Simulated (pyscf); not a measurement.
PySCF, gas phase, ωB97X-D3(BJ)/def2-SVP geometries.

Q: For F–Sb(F)–F (SMILES [F][Sb]([F])[F]) + HCl (SMILES Cl) -> F–Sb(F)–Cl (SMILES [F][Sb]([F])[Cl]) + HF (SMILES F), a four-centre exchange (singlet surface; F–Sb, Cl–H broken, Cl–Sb, F–H formed), PBE/def2-TZVP gives ΔE‡ = 6.1 kcal/mol and ΔE = -1.3 kcal/mol (zero: the separated reactants). In which direction and how far do r²SCAN/def2-TZVP, B3LYP-D3(BJ)/def2-TZVP, ωB97M-D3(BJ)/def2-TZVP move these?

A: r²SCAN: ΔE‡ = 7.1 kcal/mol, ΔE = -1.1 kcal/mol; B3LYP-D3(BJ): ΔE‡ = 9.0 kcal/mol, ΔE = -1.9 kcal/mol; ωB97M-D3(BJ): ΔE‡ = 11.4 kcal/mol, ΔE = -0.9 kcal/mol. PBE's barrier lies under all of them, by 1.0 to 5.3 kcal/mol. Its reaction energy lies among theirs. On the reactant side the descent ends in a complex, 5.4 kcal/mol under the separated species and 14.4 kcal/mol under the saddle at ωB97X-D3(BJ)/def2-TZVP. On the product side the descent ends in a complex (not fully relaxed), 6.3 kcal/mol under the separated species and 19.0 kcal/mol under the saddle at ωB97X-D3(BJ)/def2-TZVP. At ωB97X-D3(BJ)/def2-TZVP the barrier from the zero used here is 9.0 kcal/mol. One saddle was located; it need not be the lowest between these sides. Elements past Kr carry the def2 core potentials, without spin-orbit coupling.
